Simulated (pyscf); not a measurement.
Elementary routes open to H₃C–CH₂–CH₃ (SMILES CCC) + CH₃• (SMILES [CH3]) in the gas phase (doublet surface):
A. H₃C–CH(CH₃)–CH₃ (SMILES CC(C)C) + H• (SMILES [H]) (C–H broken; C–C formed)
B. H₃C–CH•–CH₃ (SMILES C[CH]C) + CH₄ (SMILES C) (C–H broken; C–H formed)

PySCF, gas phase, ωB97X-D3(BJ)/def2-SVP geometries.

Problem. Rank the routes by free-energy barrier at 298 K, lowest first, for ωB97M-D3(BJ)/def2-TZVP energies (ideal gas, 1 atm, RRHO with modes under 100 cm⁻¹ raised to 100, one conformer, R ln 2 for rigid chiral ones).

Solution. B (19.3 kcal/mol), A (66.5 kcal/mol)

Route B is the fastest of these, ahead of the next by 47.2 kcal/mol. The most stable products are those of B (ΔG = -8.3 kcal/mol), so kinetics and thermodynamics agree. At 1200 K B is still the fastest. Only these routes are compared; each barrier is that of the saddle found, and lower ones may exist.
